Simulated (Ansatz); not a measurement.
# CH2N (SMILES [H]/[C]=N\[H]): where methods fail along a bond

CH2N: 4 atoms, total charge 0, spin state doublet. SMILES: `[H]/[C]=N\[H]`. The coordinates come from a GFN2-xTB relaxation.

```xyz
4

C     0.3852   -0.2323    0.5155
N     0.2472    0.6072   -0.3443
H    -0.1414   -1.1071    0.8696
H    -0.4910    0.7322   -1.0407
```

The C1–H3 distance is scanned; the parts on either side stay rigid. Basis STO-3G, 2 core orbitals frozen in the correlated methods; program Ansatz 0.2.0. FCI is exact within this basis and core. Energies in eV from each method's value at 1.081 Å; open shells run as named. The shape above is that at 1.081 Å.

| distance (Å) | UHF | UBLYP | UPBE0 | UCCSDT | FCI |
| --- | --- | --- | --- | --- | --- |
| 1.081 | 0.00 | 0.00 | 0.00 | 0.00 | 0.00 |
| 1.351 | 0.94 | 0.45 | 0.63 | 0.54 | 0.55 |
| 1.621 | 2.18 | 1.38 | 1.78 | 1.54 | 1.54 |
| 2.161 | 2.32 | 2.28 | 2.56 | 1.86 | 1.87 |
| 2.702 | 2.22 | 2.43 | 2.59 | 1.77 | 1.78 |

Departure from the FCI curve at its largest: UHF +0.64 eV at 1.62 Å; UBLYP +0.65 eV at 2.70 Å; UPBE0 +0.80 eV at 2.70 Å; UCCSDT -0.02 eV at 2.70 Å. For the functionals part of the departure is owed to the small basis.
